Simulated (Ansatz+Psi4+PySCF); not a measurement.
Results of a calculation; reference values are marked as such.
A run of Psi4 1.11 on singlet SiH2 at this shape:

```xyz
3

Si    0.0000    0.0000    0.1313
H     0.0000    1.0969   -0.9189
H     0.0000   -1.0969   -0.9189
```

Its results:

```
Converged                                                          : yes
Total energy                                                       : -290.03185 hartree
Spin squared of the determinant                                    : 0.000
Occupied orbitals by symmetry in an Abelian subgroup (alpha; beta) : 5 A1 1 B1 2 B2; 5 A1 1 B1 2 B2
```

**Question.** Which input gives this output? Name the method, the orbitals and the basis set, and write the input.

**Answer.** RHF in cc-pVTZ on H; cc-pV(T+d)Z on Si. An unrestricted run that stays on the closed shell gives the same numbers.

```
molecule {
0 1
Si 0.000000 0.000000 0.131270
H 0.000000 1.096940 -0.918900
H 0.000000 -1.096940 -0.918900
}

basis {
assign H cc-pVTZ
assign Si cc-pV(T+d)Z
}
set reference rhf
set scf_type pk
energy('scf')
```

Caution: unrestricted orbitals would lower the determinant.
